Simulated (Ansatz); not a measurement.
`OC1=NC1` + CH₃OH → `COC1=NC1` + H₂O at 700 K and 1 bar (substitution at a C–O bond).

Computed with Ansatz on PBE0-D4/def2-TZVP structures; ΔE is electronic, products minus reactants. CCSD(T)/CBS adds triple-zeta CCSD(T) − MP2 to the extrapolated MP2 energy (def2 sets, frozen cores). This one scheme is used for every species. Each species was taken in one conformer, which may not be the lowest.

```
   species  CCSD(T)/CBS energy (Eh)  H − E (kJ/mol)  S (J/(mol·K))
 `OC1=NC1`               -207.69976           180.9          338.1
     CH₃OH               -115.61712           170.8          288.5
`COC1=NC1`               -246.94586           271.4          401.6
       H₂O                -76.37941            80.5          218.4
```

H − E and S are ideal-gas, rigid-rotor, harmonic terms from PBE0-D4/def2-TZVP, for one conformer and one mirror image of each species. 1 Eh = 2625.50 kJ/mol, R = 8.31446 J/(mol·K).

**Question.** By hand: ΔE, ΔH, ΔS and ΔG.

**Answer.** ΔE = (-246.94586) + (-76.37941) − (-207.69976) − (-115.61712) = -0.00839 Eh = -22.0 kJ/mol. Δ(H − E) = 271.4 + 80.5 − 180.9 − 170.8 = 0.2, so ΔH = -21.8 kJ/mol. ΔS = 401.6 + 218.4 − 338.1 − 288.5 = -6.6 J/(mol·K). ΔG = -21.8 − 700 × (-6.6)/1000 = -17.2 kJ/mol.

**Question.** By hand: the equilibrium constant, and the temperature at which ΔG would vanish if ΔH and ΔS stayed fixed.

**Answer.** log₁₀ K = −ΔG/(RT ln 10) = 1.3. ΔG = 0 at ΔH/ΔS = 3303 K, far beyond where these terms or the molecules hold.

The number of gas molecules stays the same, so ΔS is small and ΔH decides. A doubt of 5 kJ/mol in ΔE shifts log₁₀ K by 0.4 here. Other conformers and mirror images would add mixing entropy, several J/(mol·K) or more a flexible species. These are equilibria of isolated gas molecules and say nothing of rates. Largest T1 diagnostic: 0.013 (customary marks: 0.02 for closed shells, 0.045 for open ones).
